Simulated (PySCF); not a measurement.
**How methods differ on the ionisation energy of Si**

Si [Ne] 3s2 3p2 (3P) → Si+ [Ne] 3s2 3p1 (2P), as a difference of total energies. Computed with PySCF 2.14 in cc-pVDZ-DK (4s3p1d, 18 functions), with scalar relativity by spin-free X2C-1e. Correlated levels: valence: [Ne] frozen. The calculations carry no spin-orbit coupling.

Q: Order these methods by the ionisation energy they give, lowest first.
A. BP86
B. CCSD(T) (valence)
C. UHF
D. MP2 (valence)

A: C (7.632 eV), D (7.909 eV), B (7.938 eV), A (8.248 eV).

Errors of the correlated levels include the incompleteness of this basis and the frozen core.

For comparison: 8.157 eV (measured; NIST levels, between the centres of gravity of the two terms).
